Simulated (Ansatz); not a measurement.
# SiH₂ (singlet): wave-function methods side by side at scale of all distances = 1.000, cc-pVDZ

Aim: climb from Hartree-Fock through coupled cluster and multireference methods for SiH₂ (singlet) at one geometry and basis, and see what each rung misses.

Computed with Ansatz 0.2.0, Gaussian basis. Level: cc-pVDZ, core rule «outside noble gas», up to 5 orbitals frozen.

Plan: UHF; CCSD(T) on RHF; CCSD(T) on UHF; BCCD(T) on RHF; CISD; CCSDT(Q) on RHF; CCSDT(Q) on UHF; CISDTQ; CCSDTQ on RHF; CASSCF and MRCISD+Q, 2 electrons in 2 orbitals; CASSCF and NEVPT2, 2 electrons in 2 orbitals; CASSCF and MRCISD+Q, 6 electrons in 6 orbitals; CASSCF and NEVPT2, 6 electrons in 6 orbitals; Full CI.

16 further runs of the same task are left out: 2 for a mislabelled method, 10 that didn't finish, 4 set aside as unsound or not needed.

## Step 1: What is computed

The geometry derives from a PBE0/def2-TZVP stationary point (not a proven minimum). All distances are scaled together.

3 atoms, charge 0, spin multiplicity 1.

Atoms are counted from 1 here; the program's logs count them from 0.

Bond lengths: Si1–H2 1.526 Å, Si1–H3 1.526 Å. Angles: H2–Si1–H3 91.2°.

## Step 2: UHF

The input, in.yaml:

```yaml
crystal:
  periodic: [false, false, false]
  atoms:
    - {symbol: Si, position_ang: [0.000000, -0.071477, 0.000000]}
    - {symbol: H, position_ang: [0.000000, 0.995827, -1.090012]}
    - {symbol: H, position_ang: [0.000000, 0.995827, 1.090012]}
basis:
  gaussian: {orbitals: cc-pVDZ}
magnetization: {spin_polarized: true, initial_magnetization: 0}
hamiltonian: {xc: hf}
output: {orbitals: {seedname: orbitals}}
```

Run with:

```
$ ansatz run in.yaml --threads 1 --pin off --events-out ev --progress --plain --max-ram 2393MiB
```

The runs that follow: CCSD(T) on RHF; CCSD(T) on UHF; BCCD(T) on RHF; CISD; CCSDT(Q) on RHF; CCSDT(Q) on UHF; CISDTQ; CCSDTQ on RHF; CASSCF and MRCISD+Q, 2 electrons in 2 orbitals; CASSCF and NEVPT2, 2 electrons in 2 orbitals; CASSCF and MRCISD+Q, 6 electrons in 6 orbitals; CASSCF and NEVPT2, 6 electrons in 6 orbitals; Full CI.

**Question.** What will the summary of the whole plan be? Wanted: FCI below the RHF energy; RMP2 from FCI; RCCSD from FCI; RCCSD(T) from FCI; RCCSDT(Q) from FCI; NEVPT2 pair from FCI; MRCISD+Q pair from FCI; NEVPT2 valence from FCI; T1 diagnostic.

The runs gave:

| quantity | value |
| --- | --- |
| FCI below the RHF energy | -3.2602 eV |
| RMP2 from FCI | +856.3 meV |
| RCCSD from FCI | +80.7 meV |
| RCCSD(T) from FCI | +19.5 meV |
| RCCSDT(Q) from FCI | +0.6 meV |
| NEVPT2 pair from FCI | +758.2 meV |
| MRCISD+Q pair from FCI | -14.1 meV |
| NEVPT2 valence from FCI | +625.7 meV |
| levels within 1 kcal/mol (43 meV) | RCCSD(T), BCCD(T), RCCSDT, CISDTQ, RCCSDT(Q), RCCSDTQ, MRCISD+Q pair, MRCISD+Q valence |
| T1 diagnostic | 0.014 |
| effectively unpaired electrons | 0.09 |

In words: RCCSD(T) misses by +19.5 meV, 0.6 % of the correlation energy. MRCISD+Q pair falls below full CI: the +Q correction isn't variational, and the cores differ from full CI's. One determinant dominates. Of the multireference levels listed MRCISD+Q valence comes nearest in total energy (+11.6 meV), which doesn't show that its space is the better one. These misses are within one basis, not against nature.
